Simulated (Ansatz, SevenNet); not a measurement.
Lattice constant a (Å) of solids drawn from the class of elemental solids other than molecular ones, at two levels: the machine-learned potential SevenNet-0 (trained on PBE and PBE+U data), and r²SCAN (Ansatz, an electronic-structure program, PAW).

| solid | SevenNet-0 | r²SCAN | shift (%) |
|---|---|---|---|
| grey tin (α-Sn) | 6.643 | 6.566 | -1.16 |
| fcc Cu | 3.613 | 3.577 | -1.00 |
| bcc Li | 3.428 | 3.477 | +1.43 |
| diamond-structure Ge | 5.750 | 5.675 | -1.30 |
| bcc Nb | 3.320 | 3.303 | -0.51 |
| fcc Pd | 3.955 | 3.908 | -1.19 |
| bcc K | 5.330 | 5.348 | +0.34 |
| fcc Ag | 4.167 | 4.104 | -1.51 |
| bcc Na | 4.205 | 4.223 | +0.43 |
| fcc Ca | 5.524 | 5.568 | +0.80 |

The shifts run from -1.51 % to +1.43 %, with a median of -0.75 %.

Of 10 rows, r²SCAN is the larger in 4 and the smaller in 6.

Ansatz's runs of these crystals have no spin polarisation. Meta-GGAs and exact exchange favour moments, which can bear on fcc Pd.

Spin–orbit coupling is left out, also for the solids with elements from indium on (grey tin (α-Sn)); its size isn't shown.

Ansatz's density-functional and Hartree–Fock values are scalar-relativistic unless marked +SOC, with PAW data made under PBE.
